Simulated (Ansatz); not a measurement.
# AlPH (doublet): from Hartree-Fock to the top rungs at distance Al1–H3 = 1.390 Å, 6-31G

How much of the correlation energy of AlPH (doublet) does each wave-function method recover here?

The runs use Ansatz 0.2.0, Gaussian basis; 6-31G, core rule «outside noble gas», up to 10 orbitals frozen.

The runs, in order: UHF; CCSD(T) on ROHF; CCSD(T) on UHF; BCCD(T) on ROHF; CISD; CCSDT(Q) on ROHF; CCSDT(Q) on UHF; CISDTQ; CCSDTQ on ROHF; CASSCF and MRCISD+Q, 3 electrons in 3 orbitals; CASSCF and NEVPT2, 3 electrons in 3 orbitals; CASSCF and MRCISD+Q, 9 electrons in 9 orbitals; CASSCF and NEVPT2, 9 electrons in 9 orbitals; Full CI.

18 further runs of the same task are left out: 1 for a known fault of the program, 15 that didn't finish, 2 set aside as unsound or not needed.

### Step 1. The geometry

The geometry derives from a PBE0/def2-TZVP stationary point (not a proven minimum). One bond is set to the value named and the two fragments are kept rigid.

3 atoms, charge 0, spin multiplicity 2.

Atoms are counted from 1 here; the program's logs count them from 0.

Bond lengths: Al1–P2 2.144 Å, Al1–H3 1.390 Å. Angles: P2–Al1–H3 180.0°.

Geometry (Å):

```
atom    x (Å)    y (Å)     z (Å)
 Al1  0.00000  0.00000   0.25140
  P2  0.00000  0.00000  -1.89280
  H3  0.00000  0.00000   1.64140
```

### Step 2. UHF

in.yaml

```yaml
crystal:
  periodic: [false, false, false]
  atoms:
    - {symbol: Al, position_ang: [0.000000, 0.000000, 0.251400]}
    - {symbol: P, position_ang: [0.000000, 0.000000, -1.892800]}
    - {symbol: H, position_ang: [0.000000, 0.000000, 1.641400]}
basis:
  gaussian: {orbitals: 6-31G}
magnetization: {spin_polarized: true, initial_magnetization: 1}
hamiltonian: {xc: hf}
output: {orbitals: {seedname: orbitals}}
```

Started as:

```
$ ansatz run in.yaml --threads 1 --pin off --events-out ev --progress --plain --max-ram 2393MiB
```

The runs that follow: CCSD(T) on ROHF; CCSD(T) on UHF; BCCD(T) on ROHF; CISD; CCSDT(Q) on ROHF; CCSDT(Q) on UHF; CISDTQ; CCSDTQ on ROHF; CASSCF and MRCISD+Q, 3 electrons in 3 orbitals; CASSCF and NEVPT2, 3 electrons in 3 orbitals; CASSCF and MRCISD+Q, 9 electrons in 9 orbitals; CASSCF and NEVPT2, 9 electrons in 9 orbitals; Full CI.

**Question.** What will the summary of the whole plan be? Wanted: FCI below the RHF energy; RMP2 from FCI; UMP2 from FCI; RCCSD from FCI; RCCSD(T) from FCI; UCCSD(T) from FCI; RCCSDT(Q) from FCI; UCCSDT(Q) from FCI; NEVPT2 pair from FCI.

The runs gave:

| quantity | value |
| --- | --- |
| FCI below the RHF energy | -2.7117 eV |
| RMP2 from FCI | +638.4 meV |
| UMP2 from FCI | +756.2 meV |
| RCCSD from FCI | +130.6 meV |
| RCCSD(T) from FCI | +33.3 meV |
| UCCSD(T) from FCI | +40.9 meV |
| RCCSDT(Q) from FCI | +1.6 meV |
| UCCSDT(Q) from FCI | -3.2 meV |
| NEVPT2 pair from FCI | +553.7 meV |
| MRCISD+Q pair from FCI | +35.5 meV |
| NEVPT2 valence from FCI | +233.0 meV |
| levels within 1 kcal/mol (43 meV) | RCCSD(T), UCCSD(T), BCCD(T), RCCSDT, UCCSDT, CISDTQ, RCCSDT(Q), UCCSDT(Q), RCCSDTQ, MRCISD+Q pair, MRCISD valence, MRCISD+Q valence |
| T1 diagnostic | 0.036 |
| effectively unpaired electrons | 1.10 |

RCCSD(T) misses by +33.3 meV, 1.2 % of the correlation energy. UCCSDT(Q) falls below full CI: unrestricted runs freeze a spin-polarised core, another one than full CI's, and coupled cluster isn't variational. One determinant dominates. Of the multireference levels listed MRCISD+Q valence comes nearest in total energy (+5.3 meV), which doesn't show that its space is the better one. These misses are within one basis, not against nature; the frozen cores of restricted and unrestricted runs differ, which can shift their rows.
